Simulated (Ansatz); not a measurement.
Basis-set extrapolation for `C/C=C(\F)OC` (PBE0-D4/def2-TZVP geometry, frozen core, the Gaussian-basis code of Ansatz). Multiplicity 1, RHF reference.

```csv
,def2-TZVPP,def2-QZVPP
HF,-329.950130,-329.964988
MP2 correlation,-1.148084,-1.233771
CCSD(T) correlation,-1.232277,not run
```

Energies in hartree. Use E(X) = E(∞) + A·exp(−7.88·√X) for Hartree–Fock and E(X) = E(∞) + B·X^(−2.97) for correlation, with X = 3 and 4, and add CCSD(T) minus MP2 of the smaller set to the MP2 limit.

Problem. What is the CCSD(T) energy at the basis-set limit?

Solution. HF limit: -329.964988 + (-0.014858) × 0.13774 = -329.96703. MP2 limit: -1.233771 + (-0.085687) × 0.74074 = -1.29724. Higher-order term: -1.232277 − (-1.148084) = -0.08419. Total: -331.34846 hartree, 436.0 kJ/mol below CCSD(T)/def2-TZVPP.
